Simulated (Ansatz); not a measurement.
# C₂H₆FNOS: a ladder of functionals and wavefunction methods

The task here is to estimate one member of a computed series from the others.

Computed with Ansatz 0.2.0, Gaussian basis. Level: functionals in def2-TZVPP, the program's frozen cores in correlated methods.

Plan: PBE-D4, r2SCAN-D4, PBE0-D4, B3LYP-D4, ωB97X-V, ωB97M-V, B2PLYP; CCSD(T)/def2-TZVPP; MP2/def2-QZVPP; extrapolation to the limit.

## Structure used throughout

The geometry comes from an earlier relaxation with PBE0-D4 in a triple-zeta def2 set; it is a stationary point, not always the lowest conformer.

12 atoms, charge 0, spin multiplicity 1.

Atoms are counted from 1 here; the program's logs count them from 0.

Bond lengths: N1–C2 1.398 Å, N1–H7 1.010 Å, N1–H8 1.012 Å, C2–F3 1.414 Å, C2–O4 1.369 Å, C2–H9 1.098 Å, O4–C5 1.413 Å, C5–S6 1.788 Å, C5–H10 1.097 Å, C5–H11 1.091 Å, S6–H12 1.342 Å. Angles: C2–N1–H7 111.5°, C2–N1–H8 110.9°, H7–N1–H8 110.3°, N1–C2–F3 112.5°, N1–C2–O4 108.3°, N1–C2–H9 111.3°, F3–C2–O4 108.2°, F3–C2–H9 103.9°, O4–C2–H9 112.7°, C2–O4–C5 113.8°, O4–C5–S6 110.8°, O4–C5–H10 110.3°, O4–C5–H11 110.7°, S6–C5–H10 105.8°, S6–C5–H11 110.3°, H10–C5–H11 108.8°, C5–S6–H12 96.5°.

The first run:

in.yaml

```yaml
crystal:
  periodic: [false, false, false]
  atoms:
    - {symbol: N, position_ang: [-0.491785, -2.104270, 0.033692]}
    - {symbol: C, position_ang: [0.322535, -0.968416, 0.043359]}
    - {symbol: F, position_ang: [1.091776, -0.845478, -1.136487]}
    - {symbol: O, position_ang: [-0.481396, 0.135150, 0.145911]}
    - {symbol: C, position_ang: [0.228923, 1.345616, 0.305588]}
    - {symbol: S, position_ang: [-0.892893, 2.703636, 0.615230]}
    - {symbol: H, position_ang: [0.048148, -2.945564, -0.108157]}
    - {symbol: H, position_ang: [-1.212253, -2.026263, -0.672762]}
    - {symbol: H, position_ang: [1.072234, -1.021542, 0.843634]}
    - {symbol: H, position_ang: [0.881318, 1.290707, 1.185365]}
    - {symbol: H, position_ang: [0.840476, 1.552154, -0.573622]}
    - {symbol: H, position_ang: [-1.330181, 2.829171, -0.647649]}
basis:
  gaussian: {orbitals: def2-TZVPP}
hamiltonian: {xc: pbe, dispersion: d4}
output: {forces: true, orbitals: {seedname: orbitals}}
```

Command:

```
> ansatz run in.yaml --threads 4 --pin off --events-out ev --progress --plain --max-ram 10444MiB
```

Steps of the session up to this table: PBE-D4 (GGA); r2SCAN-D4 (meta-GGA); PBE0-D4 (hybrid); B3LYP-D4 (hybrid); ωB97X-V (range-separated); ωB97M-V (range-separated); B2PLYP (double hybrid); CCSD(T) in def2-TZVPP; MP2 in def2-QZVPP.

One table of the session follows, with a row left open; its other results are not shown here.

| method | atomisation energy (kJ/mol) |
| --- | --- |
| PBE-D4 | 4543.1 |
| r2SCAN-D4 | 4404.0 |
| PBE0-D4 | 4415.0 |
| B3LYP-D4 | 4391.6 |
| ωB97X-V | 4420.8 |
| ωB97M-V | 4424.2 |
| B2PLYP | 4341.0 |
| HF/def2-TZVPP | 2970.1 |
| MP2/def2-TZVPP | 4357.0 |
| CCSD/def2-TZVPP | 4177.6 |
| CCSD(T)/def2-TZVPP | ? |
| MP2/CBS | 4491.8 |
| CCSD(T)/CBS | 4394.9 |

Estimate the missing values for CCSD(T)/def2-TZVPP.

As computed: atomisation energy (kJ/mol): 4260.1. In the column «atomisation energy (kJ/mol)» it lies between CCSD/def2-TZVPP (4177.6) and B2PLYP (4341.0).
